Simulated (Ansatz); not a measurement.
Mulliken charges of `CN=C(O)O` from ωB97M-V/def2-TZVPP in Ansatz (PBE0-D4/def2-TZVP geometry).

```csv
atom,x (Å),y (Å),z (Å),charge (e)
C1,-1.004,-0.822,-0.342,-0.303
N2,0.198,-0.137,-0.744,-0.307
C3,0.792,0.574,0.114,0.356
O4,0.463,0.799,1.391,-0.262
O5,1.909,1.242,-0.169,-0.256
H6,-1.799,-0.134,-0.018,0.117
H7,-0.830,-1.548,0.467,0.119
H8,-1.400,-1.383,-1.188,0.123
H9,-0.345,0.313,1.587,0.205
H10,2.098,1.045,-1.095,0.209
```

Problem. By hand: the dipole of these point charges (1 e Å = 4.8032 D).

Solution. Σ q r = (-0.198, -0.119, 0.055) e Å, of length 0.237 e Å = 1.14 D.

Problem. How does the dipole of the full density compare? (Estimate.)

Solution. Ansatz gave: (-0.298, -0.185, 0.055) e Å, 1.71 D; the point charges give 0.67 times that, at 5° from its direction.

Point charges leave out the atoms' own dipoles, such as those of lone pairs, and Mulliken's split depends on the basis, so the two needn't agree.
